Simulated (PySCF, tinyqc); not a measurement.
Inside a calculation. Method: CISD on RHF in the sto-6g basis, frozen core, for HF, spin multiplicity 1. The lowest restricted solution is unstable here: a spin-polarised one lies 0.0026 hartree lower (PySCF). Computed by tinyqc, a small Python program that keeps every step (integrals from PySCF). Settings: charge = 0, multiplicity = 1, basis = sto-6g, method = RHF, frozen orbitals = 1, energy threshold = 1e-10, iteration cap = 84, orthogonalisation = symmetric, start = atomic densities, DIIS depth = 6, ci = CISD, davidson = 1. Command: `OMP_NUM_THREADS=1 python tinyqc.py 22174 22175 out.jsonl` (the two numbers bound the seeds that draw the settings). One thread of a shared host (Intel(R) Xeon(R) Processor @ 2.60GHz), about 0.2 s of CPU time with the checks. The early iterations of the SCF are left out here.

## One-electron integrals

Geometry (angstrom):
```
atom         x         y         z
F     0.000000  0.000000  0.000000
H     0.000000  0.000000  1.249000
```

Basis sto-6g: exponents (1/bohr^2) and contraction coefficients of normalised primitives:
```
element  l (shell)     exponent  coefficient
F            s (1)  1728.626574     0.009164
F            s (1)   316.941790     0.049361
F            s (1)    88.668891     0.168538
F            s (1)    30.460157     0.370563
F            s (1)    11.828570     0.416492
F            s (1)     4.871659     0.130334
F            s (2)    67.032281    -0.013253
F            s (2)    13.267438    -0.046992
F            s (2)     4.123510    -0.033785
F            s (2)     1.586463     0.250242
F            s (2)     0.689002     0.595117
F            s (2)     0.315820     0.240706
F            p (3)    67.032281     0.003760
F            p (3)    13.267438     0.037679
F            p (3)     4.123510     0.173897
F            p (3)     1.586463     0.418036
F            p (3)     0.689002     0.425860
F            p (3)     0.315820     0.101708
H            s (1)    35.523221     0.009164
H            s (1)     6.513144     0.049361
H            s (1)     1.822143     0.168538
H            s (1)     0.625955     0.370563
H            s (1)     0.243077     0.416492
H            s (1)     0.100112     0.130334
```

Overlap, kinetic and nuclear-attraction integrals over the contracted functions; the nuclear repulsion is the sum of Za Zb / Rab.

nuclear repulsion = 3.81312642 hartree

overlap S, order 1F 1s, 1F 2s, 1F 2px, 1F 2py, 1F 2pz, 2H 1s:
$$\begin{pmatrix}
1.000000 & 0.232479 & 0.000000 & 0.000000 & 0.000000 & 0.023483 \\
0.232479 & 1.000000 & 0.000000 & 0.000000 & 0.000000 & 0.263622 \\
0.000000 & 0.000000 & 1.000000 & 0.000000 & 0.000000 & 0.000000 \\
0.000000 & 0.000000 & 0.000000 & 1.000000 & 0.000000 & 0.000000 \\
0.000000 & 0.000000 & 0.000000 & 0.000000 & 1.000000 & 0.228826 \\
0.023483 & 0.263622 & 0.000000 & 0.000000 & 0.228826 & 1.000000
\end{pmatrix}$$

kinetic energy T (hartree), order 1F 1s, 1F 2s, 1F 2px, 1F 2py, 1F 2pz, 2H 1s:
$$\begin{pmatrix}
37.397730 & -1.143349 & 0.000000 & 0.000000 & 0.000000 & -0.005540 \\
-1.143349 & 1.082297 & 0.000000 & 0.000000 & 0.000000 & 0.014419 \\
0.000000 & 0.000000 & 3.251325 & 0.000000 & 0.000000 & 0.000000 \\
0.000000 & 0.000000 & 0.000000 & 3.251325 & 0.000000 & 0.000000 \\
0.000000 & 0.000000 & 0.000000 & 0.000000 & 3.251325 & 0.081550 \\
-0.005540 & 0.014419 & 0.000000 & 0.000000 & 0.081550 & 0.768522
\end{pmatrix}$$

nuclear attraction V (hartree), order 1F 1s, 1F 2s, 1F 2px, 1F 2py, 1F 2pz, 2H 1s:
$$\begin{pmatrix}
-78.246132 & -7.964207 & 0.000000 & 0.000000 & -0.008584 & -0.920216 \\
-7.964207 & -11.898817 & 0.000000 & 0.000000 & -0.101081 & -2.216402 \\
0.000000 & 0.000000 & -11.881077 & 0.000000 & 0.000000 & 0.000000 \\
0.000000 & 0.000000 & 0.000000 & -11.881077 & 0.000000 & 0.000000 \\
-0.008584 & -0.101081 & 0.000000 & 0.000000 & -11.932776 & -1.664370 \\
-0.920216 & -2.216402 & 0.000000 & 0.000000 & -1.664370 & -5.009699
\end{pmatrix}$$

core Hamiltonian H = T + V (hartree), order 1F 1s, 1F 2s, 1F 2px, 1F 2py, 1F 2pz, 2H 1s:
$$\begin{pmatrix}
-40.848403 & -9.107556 & 0.000000 & 0.000000 & -0.008584 & -0.925757 \\
-9.107556 & -10.816520 & 0.000000 & 0.000000 & -0.101081 & -2.201983 \\
0.000000 & 0.000000 & -8.629752 & 0.000000 & 0.000000 & 0.000000 \\
0.000000 & 0.000000 & 0.000000 & -8.629752 & 0.000000 & 0.000000 \\
-0.008584 & -0.101081 & 0.000000 & 0.000000 & -8.681450 & -1.582820 \\
-0.925757 & -2.201983 & 0.000000 & 0.000000 & -1.582820 & -4.241177
\end{pmatrix}$$

## Two-electron integrals

Functions are numbered as in S; the eight-fold symmetry (ij|kl) = (ji|kl) = (kl|ij) leaves the list below.

Two-electron integrals (ij|kl) in chemists' order, unique and non-zero (hartree):
```
(11|11) 5.406240   (21|11) 0.768129   (21|21) 0.138909   (22|11) 1.266271
(22|21) 0.283987   (22|22) 0.926367   (31|31) 0.029452   (32|31) 0.044681
(32|32) 0.204753   (33|11) 1.266273   (33|21) 0.283987   (33|22) 0.926366
(33|33) 0.998085   (41|41) 0.029452   (42|41) 0.044681   (42|42) 0.204753
(43|43) 0.053789   (44|11) 1.266273   (44|21) 0.283987   (44|22) 0.926366
(44|33) 0.890506   (44|44) 0.998085   (51|51) 0.029452   (52|51) 0.044681
(52|52) 0.204753   (53|53) 0.053789   (54|54) 0.053789   (55|11) 1.266273
(55|21) 0.283987   (55|22) 0.926366   (55|33) 0.890506   (55|44) 0.890506
(55|55) 0.998085   (61|11) 0.082484   (61|21) 0.014311   (61|22) 0.028660
(61|33) 0.028612   (61|44) 0.028612   (61|51) 0.000623   (61|52) 0.001224
(61|55) 0.028755   (61|61) 0.001499   (62|11) 0.225749   (62|21) 0.051470
(62|22) 0.189441   (62|33) 0.186710   (62|44) 0.186710   (62|51) 0.003745
(62|52) 0.029151   (62|55) 0.194901   (62|61) 0.005313   (62|62) 0.049758
(63|31) 0.005488   (63|32) 0.032195   (63|53) 0.005987   (63|63) 0.006990
(64|41) 0.005488   (64|42) 0.032195   (64|54) 0.005987   (64|64) 0.006990
(65|11) 0.161727   (65|21) 0.037366   (65|22) 0.146913   (65|33) 0.140947
(65|44) 0.140947   (65|51) 0.007782   (65|52) 0.052897   (65|55) 0.158846
(65|61) 0.004009   (65|62) 0.047355   (65|65) 0.051567   (66|11) 0.418755
(66|21) 0.097243   (66|22) 0.412558   (66|33) 0.400252   (66|44) 0.400252
(66|51) 0.007929   (66|52) 0.087820   (66|55) 0.437169   (66|61) 0.010084
(66|62) 0.147023   (66|65) 0.161797   (66|66) 0.774999
```

## Orthogonalisation

S = U s U^T; symmetric (Loewdin) form X = U s^(-1/2) U^T, so that X^T S X = 1.

eigenvalues of S: [0.612462, 0.855572, 1.000000, 1.000000, 1.123904, 1.408062]

X, order 1F 1s, 1F 2s, 1F 2px, 1F 2py, 1F 2pz, 2H 1s:
$$\begin{pmatrix}
1.021516 & -0.123618 & 0.000000 & 0.000000 & -0.002767 & 0.013134 \\
-0.123618 & 1.051141 & 0.000000 & 0.000000 & 0.025468 & -0.145844 \\
0.000000 & 0.000000 & 1.000000 & 0.000000 & 0.000000 & 0.000000 \\
0.000000 & 0.000000 & 0.000000 & 1.000000 & 0.000000 & 0.000000 \\
-0.002767 & 0.025468 & 0.000000 & 0.000000 & 1.021597 & -0.124154 \\
0.013134 & -0.145844 & 0.000000 & 0.000000 & -0.124154 & 1.050654
\end{pmatrix}$$

## Iteration 7 (converged): orbitals

converged F (hartree), order 1F 1s, 1F 2s, 1F 2px, 1F 2py, 1F 2pz, 2H 1s:
$$\begin{pmatrix}
-26.260632 & -6.371869 & 0.000000 & 0.000000 & -0.014449 & -0.650695 \\
-6.371869 & -2.887778 & 0.000000 & 0.000000 & -0.023659 & -0.628227 \\
0.000000 & 0.000000 & -0.472163 & 0.000000 & 0.000000 & 0.000000 \\
0.000000 & 0.000000 & 0.000000 & -0.472163 & 0.000000 & 0.000000 \\
-0.014449 & -0.023659 & 0.000000 & 0.000000 & -0.225846 & -0.424963 \\
-0.650695 & -0.628227 & 0.000000 & 0.000000 & -0.424963 & -0.289444
\end{pmatrix}$$

Diagonalise F' = X^T F X, C = X C', fill 5 alpha and 5 beta electrons from the bottom; D = 2 C_occ C_occ^T. Each column has its largest component positive (the first on a tie).

F' = X^T F X (hartree):
$$\begin{pmatrix}
-25.853089 & -3.169828 & 0.000000 & 0.000000 & -0.028770 & -0.061113 \\
-3.169828 & -1.771245 & 0.000000 & 0.000000 & 0.056320 & -0.309965 \\
0.000000 & 0.000000 & -0.472163 & 0.000000 & 0.000000 & 0.000000 \\
0.000000 & 0.000000 & 0.000000 & -0.472163 & 0.000000 & 0.000000 \\
-0.028770 & 0.056320 & 0.000000 & 0.000000 & -0.131168 & -0.411135 \\
-0.061113 & -0.309965 & 0.000000 & 0.000000 & -0.411135 & -0.079907
\end{pmatrix}$$

orbital energies (hartree): MO1 -26.263741, MO2 -1.428382, MO3 -0.489840, MO4 -0.472163, MO5 -0.472163, MO6 0.346556

coefficients C, order 1F 1s, 1F 2s, 1F 2px, 1F 2py, 1F 2pz, 2H 1s:
$$\begin{pmatrix}
0.997229 & -0.245202 & 0.045422 & 0.000000 & 0.000000 & 0.047988 \\
0.011828 & 0.998887 & -0.249650 & 0.000000 & 0.000000 & -0.286107 \\
0.000000 & 0.000000 & 0.000000 & 0.968980 & -0.247138 & 0.000000 \\
0.000000 & 0.000000 & 0.000000 & 0.247138 & 0.968980 & 0.000000 \\
0.000943 & 0.024044 & 0.688021 & 0.000000 & 0.000000 & -0.765361 \\
-0.001766 & 0.089931 & 0.597311 & 0.000000 & 0.000000 & 0.880829
\end{pmatrix}$$

D after iteration 7, order 1F 1s, 1F 2s, 1F 2px, 1F 2py, 1F 2pz, 2H 1s:
$$\begin{pmatrix}
2.113307 & -0.488947 & 0.000000 & 0.000000 & 0.052593 & 0.006638 \\
-0.488947 & 2.120481 & 0.000000 & 0.000000 & -0.295474 & -0.118618 \\
0.000000 & 0.000000 & 2.000000 & 0.000000 & 0.000000 & 0.000000 \\
0.000000 & 0.000000 & 0.000000 & 2.000000 & 0.000000 & 0.000000 \\
0.052593 & -0.295474 & 0.000000 & 0.000000 & 0.947905 & 0.826247 \\
0.006638 & -0.118618 & 0.000000 & 0.000000 & 0.826247 & 0.729743
\end{pmatrix}$$

Within a degenerate level the vectors are fixed only up to a rotation; this is one choice.

## Convergence

Stop when the energy changes by less than 1e-10 hartree and every element of the error matrix X^T (F D S - S D F) X is below 3e-06.

Course of the cycle:
```
iteration    E (hartree)     change  largest element of the error matrix
1          -100.04046929          -                             7.03e-01
2           -99.36643262   6.74e-01                             3.18e-01
3           -99.43517213  -6.87e-02                             2.51e-02
4           -99.43568455  -5.12e-04                             2.75e-03
5           -99.43568974  -5.19e-06                             1.82e-05
6           -99.43568974  -2.96e-10                             8.38e-07
7           -99.43568974  -4.12e-13                             1.99e-09
```

PySCF RHF in the same basis = -99.43568974 hartree

Converged in 7 iterations.

## Integrals over molecular orbitals

(pq|rs) = sum C_ip C_jq C_kr C_ls (ij|kl), one index at a time.

one-electron integrals over orbitals h = C^T H C (hartree):
$$\begin{pmatrix}
-40.835405 & 0.732974 & -0.130542 & 0.000000 & 0.000000 & -0.145099 \\
0.732974 & -9.192720 & 0.489467 & 0.000000 & 0.000000 & 0.787157 \\
-0.130542 & 0.489467 & -6.834897 & 0.000000 & 0.000000 & 2.267869 \\
0.000000 & 0.000000 & 0.000000 & -8.629752 & 0.000000 & 0.000000 \\
0.000000 & 0.000000 & 0.000000 & 0.000000 & -8.629752 & 0.000000 \\
-0.145099 & 0.787157 & 2.267869 & 0.000000 & 0.000000 & -5.983271
\end{pmatrix}$$

Two-electron integrals over orbitals (pq|rs), unique and non-zero (hartree); the lowest 1 orbital is frozen and left out:
```
(22|22) 0.877200    (32|22) -0.045234   (32|32) 0.134720    (33|22) 0.694214
(33|32) -0.014811   (33|33) 0.677495    (42|42) 0.189836    (43|42) -0.027199
(43|43) 0.035382    (44|22) 0.897970    (44|32) -0.064734   (44|33) 0.679968
(44|44) 0.998085    (52|52) 0.189836    (53|52) -0.027199   (53|53) 0.035382
(54|54) 0.053789    (55|22) 0.897970    (55|32) -0.064734   (55|33) 0.679968
(55|44) 0.890506    (55|55) 0.998085    (62|22) -0.085362   (62|32) -0.077174
(62|33) -0.023205   (62|44) -0.084091   (62|55) -0.084091   (62|62) 0.090959
(63|22) -0.238969   (63|32) 0.078743    (63|33) -0.094733   (63|44) -0.246526
(63|55) -0.246526   (63|62) 0.036334    (63|63) 0.232114    (64|42) -0.027971
(64|43) -0.022387   (64|64) 0.028698    (65|52) -0.027971   (65|53) -0.022387
(65|65) 0.028698    (66|22) 0.637898    (66|32) 0.046042    (66|33) 0.648068
(66|44) 0.621399    (66|55) 0.621399    (66|62) -0.053498   (66|63) -0.023564
(66|66) 0.675607
```

## CISD: determinants and Hamiltonian

one-electron integrals dressed by the frozen orbital, h + 2 (pq|11) - (p1|1q) (hartree), order 2, 3, 4, 5, 6:
$$\begin{pmatrix}
-6.771496 & 0.264581 & 0.000000 & 0.000000 & 0.490935 \\
0.264581 & -5.070152 & 0.000000 & 0.000000 & 1.436826 \\
0.000000 & 0.000000 & -6.128128 & 0.000000 & 0.000000 \\
0.000000 & 0.000000 & 0.000000 & -6.128128 & 0.000000 \\
0.490935 & 1.436826 & 0.000000 & 0.000000 & -4.330504
\end{pmatrix}$$

energy of the frozen orbital, 2 h_11 + (11|11) = -76.28836207 hartree

Hartree-Fock energy = -99.43568974 hartree

Slater-Condon rules over spin orbitals, with the nuclear repulsion and the energy of the frozen orbital added and E(HF) subtracted on the diagonal. Only determinants linked to the reference directly or through others are kept (one block of an abelian symmetry group), so some states are absent.

Occupation strings over the orbitals (2 doubly, a alpha, b beta, 0 empty; spin orbitals ordered 1a 1b 2a 2b ...): 222220 22a22b 2a222b 22b22a 2b222a 222202 222022 220222 2ab222 2ba222 202222

H - E(HF) between determinants (hartree):
```
           222220     22a22b     2a222b     22b22a     2b222a     222202     222022     220222
222220   0.000000   0.000000   0.000000   0.000000   0.000000   0.028698   0.028698   0.232114
22a22b   0.000000   0.420443  -0.009708  -0.232114  -0.036334   0.022387   0.022387   0.071169
2a222b   0.000000  -0.009708   1.228000  -0.036334  -0.090959   0.027971   0.027971  -0.078743
22b22a   0.000000  -0.232114  -0.036334   0.420443  -0.009708  -0.022387  -0.022387  -0.071169
2b222a   0.000000  -0.036334  -0.090959  -0.009708   1.228000  -0.027971  -0.027971   0.078743
222202   0.028698   0.022387   0.027971  -0.022387  -0.027971   0.882927   0.053789   0.035382
222022   0.028698   0.022387   0.027971  -0.022387  -0.027971   0.053789   0.882927   0.035382
220222   0.232114   0.071169  -0.078743  -0.071169   0.078743   0.035382   0.035382   0.897851
2ab222  -0.036334   0.078743  -0.215406  -0.030293   0.077174   0.027199   0.027199   0.070561
2ba222   0.036334  -0.030293   0.077174   0.078743  -0.215406  -0.027199  -0.027199  -0.070561
202222   0.090959   0.077174   0.031864  -0.077174  -0.031864   0.189836   0.189836   0.134720

           2ab222     2ba222     202222
222220  -0.036334   0.036334   0.090959
22a22b   0.078743  -0.030293   0.077174
2a222b  -0.215406   0.077174   0.031864
22b22a  -0.030293   0.078743  -0.077174
2b222a   0.077174  -0.215406  -0.031864
222202   0.027199  -0.027199   0.189836
222022   0.027199  -0.027199   0.189836
220222   0.070561  -0.070561   0.134720
2ab222   1.732297  -0.134720   0.100984
2ba222  -0.134720   1.732297  -0.100984
202222   0.100984  -0.100984   2.733010
```

## CISD: roots

Diagonalise (each vector has its largest component positive (the first on a tie)); all determinants have Ms = 0, so triplets appear too. The lowest singlet root is the correlation energy.

lowest roots of this matrix, relative to E(HF) (hartree): [-0.062096, 0.184850, 0.609135, 0.829138, 0.857612, 0.969322, 1.099812, 1.215800]

lowest vectors, order 222220, 22a22b, 2a222b, 22b22a, 2b222a, 222202, 222022, 220222, 2ab222, 2ba222, 202222:
$$\begin{pmatrix}
0.969238 & 0.000000 & -0.094045 & 0.000000 \\
0.023386 & 0.706106 & 0.672964 & 0.000000 \\
-0.007338 & 0.031069 & -0.076519 & 0.000000 \\
-0.023386 & 0.706106 & -0.672964 & 0.000000 \\
0.007338 & 0.031069 & 0.076519 & 0.000000 \\
-0.017525 & 0.000000 & -0.023409 & 0.707107 \\
-0.017525 & 0.000000 & -0.023409 & -0.707107 \\
-0.238681 & 0.000000 & -0.254097 & 0.000000 \\
0.026127 & -0.021176 & -0.062269 & 0.000000 \\
-0.026127 & -0.021176 & 0.062269 & 0.000000 \\
-0.020669 & 0.000000 & -0.016359 & 0.000000
\end{pmatrix}$$

<S^2> of these roots: [0.000000, 2.000000, 0.000000, 0.000000, 0.000000, 0.000000, 2.000000, 0.000000]

weight of the ground state by excitation level 0, 1, 2, ...: [0.939423, 0.001202, 0.059375]

With one virtual orbital singles and doubles already span the full space.

## The lowest root by the Davidson method

Start from the reference; add the residual divided by (theta - H_ii), orthogonalised, at each step.

Davidson iterations:
```
iteration  subspace  lowest Ritz value (hartree)  residual norm
1                 1                   0.00000000       2.58e-01
2                 2                  -0.06019729       5.48e-02
3                 3                  -0.06205933       7.00e-03
4                 4                  -0.06209497       1.11e-03
5                 5                  -0.06209587       9.56e-05
6                 6                  -0.06209588       2.07e-06
7                 7                  -0.06209588       5.35e-16
```
